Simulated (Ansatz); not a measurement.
A run of Ansatz (development build ahead of 0.2.0) on singlet H5O2(+) at this shape:

```yaml
atoms:
  - { symbol: H, position_ang: [-0.0714, 0.0201, -0.0441] }
  - { symbol: O, position_ang: [1.1482, 0.0590, 0.0466] }
  - { symbol: O, position_ang: [-1.1674, -0.0512, 0.0792] }
  - { symbol: H, position_ang: [1.6251, 0.7297, 0.5034] }
  - { symbol: H, position_ang: [-1.5830, -0.7930, 0.4633] }
  - { symbol: H, position_ang: [1.6947, -0.2521, -0.6689] }
  - { symbol: H, position_ang: [-1.7860, 0.2159, -0.6853] }
```

Its results:

```
Converged                       : yes
Reference energy                : -152.25522 hartree
Correlation energy              : -0.41231 hartree
Total energy                    : -152.66753 hartree
Spin squared of the determinant : 0.000
```

Task: Which input gives this output? Name the method, the orbitals and the basis set, and write the input.

Result: RHF-MP2 in def2-SVP. An unrestricted run that stays on the closed shell gives the same numbers.

```yaml
crystal:
  periodic: [false, false, false]
  atoms:
    - { symbol: H, position_ang: [-0.07143, 0.02006, -0.04411] }
    - { symbol: O, position_ang: [1.14821, 0.05903, 0.04659] }
    - { symbol: O, position_ang: [-1.16741, -0.05125, 0.07923] }
    - { symbol: H, position_ang: [1.6251, 0.7297, 0.50344] }
    - { symbol: H, position_ang: [-1.58301, -0.79295, 0.46333] }
    - { symbol: H, position_ang: [1.69469, -0.25215, -0.66889] }
    - { symbol: H, position_ang: [-1.78598, 0.21586, -0.68532] }
basis:
  gaussian: { orbitals: def2-SVP }
total_charge: 1
hamiltonian:
  xc: hf
correlation:
  method: mp2
  frozen_orbitals: { H: 0, O: 1 }
```
